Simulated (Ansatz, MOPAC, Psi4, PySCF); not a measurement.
Species: Na₂, net charge 0, singlet state. SMILES: [Na][Na]
Coordinates optimised at B3LYP-D3(BJ)/def2-TZVP (Ansatz, a quantum-chemistry and plane-wave program):
```xyz
2

Na     0.0000     0.0000    -1.5272
Na     0.0000     0.0000     1.5272
```

Property: enthalpy of formation at 298 K, in kcal/mol. Set-up: 6-31G* and kin with 6d, 5d where marked; 6-311+G** with 5d, 6d on Na to Ar in Ansatz; frozen cores in correlated levels; LANL2DZ with its own core potentials from Na on; no spin-orbit coupling; non-relativistic; open shells spin-unrestricted. First-principles rows: single points at B3LYP-D3(BJ) geometries (Ansatz), with unscaled harmonic terms from B3LYP/6-31G* at its own minima, enthalpies of formation by atomisation with measured atoms. Semi-empirical rows: MOPAC heats of formation at their own minima for 298 K. The Hartree-Fock reference of [Na][Na] is unstable towards a lower, spin-broken solution.

Measured values: G2/97 table in ASE (Curtiss et al.); they hold spin-orbit and core effects, anharmonicity. 

Value to compare with, the measured value: 34.0 kcal/mol.

| level | program | enthalpy of formation at 298 K (kcal/mol) | error |
|---|---|---|---|
| PM6 | MOPAC | 62.7 | 28.7 |
| MNDO | MOPAC | 61.1 | 27.1 |
| HF/LANL2DZ | Ansatz | 55.1 | 21.1 |
| SVWN5/6-31G* | Ansatz | 30.6 | -3.4 |
| BLYP/6-31G* | Ansatz | 33.4 | -0.6 |
| BP86/def2-SVP | PySCF | 34.0 | 0.0 |
| B3LYP/cc-pVDZ | Ansatz | 33.8 | -0.2 |
| M06-2X/6-311+G** | PySCF | 30.9 | -3.1 |
| wB97X-D/6-31G* | Psi4 | 34.4 | 0.4 |
| MP2/3-21G | Ansatz | 42.2 | 8.2 |
| MP2/LANL2DZ | Ansatz | 46.1 | 12.1 |
| MP2/6-31G* | Ansatz | 41.3 | 7.3 |
| MP2/6-311+G** | Ansatz | 41.1 | 7.1 |
| PBE/def2-TZVPD | Ansatz | 33.2 | -0.8 |
| B3LYP/def2-TZVPD | Ansatz | 33.9 | -0.1 |
| B3LYP-D3(BJ)/def2-TZVPD | Ansatz + dftd3 | 33.0 | -1.0 |

Among the 13 habitual levels, PM6 lies farthest from the measured value (28.7 kcal/mol); 8 of 13 lie above it, and their mean absolute error is 9.2 kcal/mol, the median 7.1. One case shows no general order.

The levels are drawn from those run, B3LYP/6-31G* more often than the rest, none by its result; runs whose electronic state is in doubt are left out.
